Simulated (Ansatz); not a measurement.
in.yaml

```yaml
crystal:
  periodic: [false, false, false]
  atoms:
    - {symbol: Al, position_ang: [0.000000, 0.000000, 0.352569]}
    - {symbol: Al, position_ang: [0.000000, 0.000000, -2.324369]}
    - {symbol: H, position_ang: [0.000000, 0.000000, 1.971799]}
basis:
  gaussian: {orbitals: STO-3G, point_charges: [{charge: 1.00, position_ang: [3.352, -0.413, -0.420]}]}
magnetization: {spin_polarized: false, initial_magnetization: 1}
hamiltonian: {xc: pbe0}
correlation: {active_space: {window: {electrons: 3, orbitals: 3}}}
accuracy: high
scf: {omitted_lower_state_checks: [cluster_reference]}
```

```sh
$ ansatz run in.yaml --threads 1 --pin off --events-out ev --progress --plain --max-ram 2393MiB
```

**Question.** How does this run end?

**Answer.** Refused. The input was made wrong on purpose (active space on a functional), so the run isn't a sound calculation of what was asked.
```
Error: invalid value for `correlation.active_space`: it starts from restricted Hartree–Fock orbitals; set hamiltonian.xc: hf without magnetization.spin_polarized
```
